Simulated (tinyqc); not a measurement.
Stretching all distances: RHF, UHF, MP2, CISD and CCSD against full CI in the sto-6g basis, for BH3, spin multiplicity 1. Computed by the program tinyqc with PySCF. 

Geometry (angstrom):

| atom | x | y | z |
|---|---|---|---|
| B | 0.0000 | 0.0000 | 0.0450 |
| H | 1.1350 | 0.0000 | 0.0000 |
| H | -0.5680 | 0.9830 | 0.0000 |
| H | -0.5680 | -0.9830 | 0.0000 |

All coordinates are multiplied by the scale. c0^2 is the weight of the RHF determinant in the lowest singlet FCI state (UHF is spin-contaminated and may lie near states of higher spin) and n(LUMO) the first natural occupation beyond the occupied space.

Full CI energy (hartree) and errors against it (kcal/mol):

| scale | distance 1-2 (angstrom) | E(FCI) | RHF | UHF | MP2 | CISD | CCSD | <S^2> UHF | c0^2 | n(LUMO) |
|---|---|---|---|---|---|---|---|---|---|---|
| 0.980 | 1.113 | -26.37463 | 29.803 | 29.803 | 9.011 | 0.644 | 0.184 | 0.000 | 0.974 | 0.016 |
| 1.180 | 1.340 | -26.34692 | 43.979 | 43.979 | 14.812 | 1.660 | 0.416 | 0.000 | 0.950 | 0.037 |
| 1.370 | 1.556 | -26.23933 | 63.953 | 63.953 | 23.463 | 4.155 | 1.078 | 0.000 | 0.907 | 0.078 |
| 1.570 | 1.783 | -26.10991 | 93.454 | 89.274 | 37.099 | 10.242 | 3.119 | 0.572 | 0.826 | 0.167 |
| 1.770 | 2.011 | -25.99900 | 132.658 | 77.623 | 56.522 | 22.369 | 8.432 | 1.578 | 0.698 | 0.337 |

UHF parts from RHF first at scale 1.57 of those listed, where <S^2> leaves zero. The weight c0^2 goes from 0.97 to 0.70 and n(LUMO) from 0.02 to 0.34: static correlation grows as the bonds break into open-shell fragments. The spread of the error along the curve, which distorts its shape, is CCSD 8.2, CISD 21.7, MP2 47.5, UHF 59.5, RHF 102.9 kcal/mol. The table stops here: at scale 1.96 and beyond, the reference weight falls under 0.45 or RHF, UHF or CCSD hop between solutions, so those rows were left out and the spreads given cover only the rows shown. As computed, partly on other solutions, the errors there reach in size RHF 228, UHF 56, MP2 99, CISD 64, CCSD 34 kcal/mol.
